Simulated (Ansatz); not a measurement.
The first iterations of a band of CH5AlO + H2 (10 atoms, charge 0, multiplicity 1).

Level of theory: Ansatz, UKS PBE0/cc-pVDZ.

```
movable images  : 7
climbing image  : yes
spring          : 5.0 eV/Å²
optimiser       : quadratic models (default)
start path      : through a guess of the saddle point
force threshold : 0.05 eV/Å
iteration limit : 60
end points      : relaxed
```

Initial state:

```xyz
10
Properties=species:S:1:pos:R:3
Al -0.541 0.995 0.744
O -0.756 -0.286 -0.401
C -0.233 -1.583 -0.458
H -1.377 2.308 0.446
H 0.349 0.735 2.041
H 1.266 1.674 -0.764
H 1.561 2.027 -0.151
H 0.358 -1.719 -1.382
H 0.424 -1.827 0.401
H -1.051 -2.324 -0.476
```

Final state:

```xyz
10
Properties=species:S:1:pos:R:3
Al -0.164 1.434 0.744
O 0.321 0.036 -0.657
C -0.103 -1.324 -0.503
H -1.747 1.510 0.485
H 0.328 0.658 2.070
H 1.254 0.072 -0.909
H 0.801 2.584 0.162
H 0.049 -1.868 -1.446
H 0.434 -1.815 0.324
H -1.175 -1.286 -0.271
```

| iteration | highest image above the first end (eV) | largest band force component (eV/Å) |
| --- | --- | --- |
| 1 | 1.437 | 4.468 |
| 2 | 0.939 | 2.765 |
| 3 | 0.908 | 2.464 |
| 4 | 0.814 | 0.813 |
| 5 | 0.798 | 0.447 |
| 6 | 0.820 | 0.250 |
| 7 | 0.818 | 0.476 |

Problem. Does the band converge within its limit, and where does its top end?

Solution. It converged. It ended after 23 iterations with the highest image 0.739 eV above the first end. A vibrational analysis at the climbing image gives one clearly imaginary mode, 1148i cm⁻¹: a first-order saddle point. The orbitals were unrestricted but ended closed-shell.

The run took 6.5 min on 2 threads of Arm Neoverse V1 (shared host), peak memory 0.2 GiB.
